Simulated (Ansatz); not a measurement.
A made-up structure of MgH₂OF (charge +1), singlet:

```xyz
5
angstrom
O -0.6615 0.4783 -0.3737
Mg 0.7863 -0.5722 0.4462
F 2.0494 -1.4823 1.1579
H -1.3381 0.9929 0.0900
H 2.2480 -1.8468 1.9677
```

It is relaxed with PBE-D4/def2-SVP and then PBE0-D4/def2-TZVP (Ansatz 0.2.0). Atoms count as bonded within 1.22 times the sum of their covalent radii (H–H: 0.88 Å). The end point is not checked to be a true minimum.

Does its bonding change? (Judge from chemistry; the calculation decides.)

By the calculation: No: no bond forms or breaks.

Where it ends: The first stage lowers the energy by 0.83 eV in 13 steps. It ends as MgH₂OF ([OH][Mg][FH]), total charge +1:
```csv
atom,x (Å),y (Å),z (Å)
O1,-0.7024,0.4888,-0.0666
Mg2,0.5824,-0.3695,0.6557
F3,2.0048,-1.4497,1.4315
H4,-1.3871,1.0330,-0.4364
H5,2.5866,-2.1327,1.7037
```

Labels in which every atom is bracketed show which atoms are joined, not bond orders.

For scale, one of the runs: PBE0-D4/def2-TZVP relaxation, 106 basis functions, launched by `ansatz run in.yaml --threads 2 --pin off --events-out ev --progress --plain --max-ram 4352MiB`. Hardware: 2 CPU threads of an Arm Neoverse V2, shared host. Wall time about 14 s.
